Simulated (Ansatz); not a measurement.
## CH3F (fluoromethane): the energy, rung by rung

CH3F has 5 atoms, charge 0, and is taken as a singlet. SMILES: `CF`. Geometry: optimised at B3LYP/def2-SVP.

```xyz
5

C    -0.0402    0.0261    0.0062
F     1.1016   -0.7153   -0.1698
H    -0.9275   -0.6273   -0.0576
H    -0.1095    0.8027   -0.7752
H    -0.0242    0.5138    0.9963
```

Quantity: the adiabatic ionisation energy (to the doublet cation, shapes relaxed at B3LYP/def2-SVP, no zero-point term), in eV. The values are calculated.

```
               level                    kind  program  value (eV)  less CCSD(T)/def2-TZVPP
       HF/def2-TZVPP            Hartree–Fock   Ansatz       11.93                    -0.66
    SVWN5/def2-TZVPP                     LDA   Ansatz       12.10                    -0.49
     BLYP/def2-TZVPP                     GGA   Ansatz       12.09                    -0.50
   r2SCAN/def2-TZVPP                meta-GGA   Ansatz       12.19                    -0.40
CAM-B3LYP/def2-TZVPP  range-separated hybrid   Ansatz       12.46                    -0.13
   B2PLYP/def2-TZVPP           double hybrid   Ansatz       12.43                    -0.16
  RPA@PBE/def2-TZVPP                     RPA   Ansatz       12.66                    +0.07
      MP2/def2-TZVPP     perturbation theory   Ansatz       12.61                    +0.02
  CCSD(T)/def2-TZVPP   coupled cluster or CI   Ansatz       12.59                     0.00
```

Differences are taken from CCSD(T)/def2-TZVPP for orientation; it has basis-set and higher-order errors of its own. The values span 11.93 to 12.66 eV.
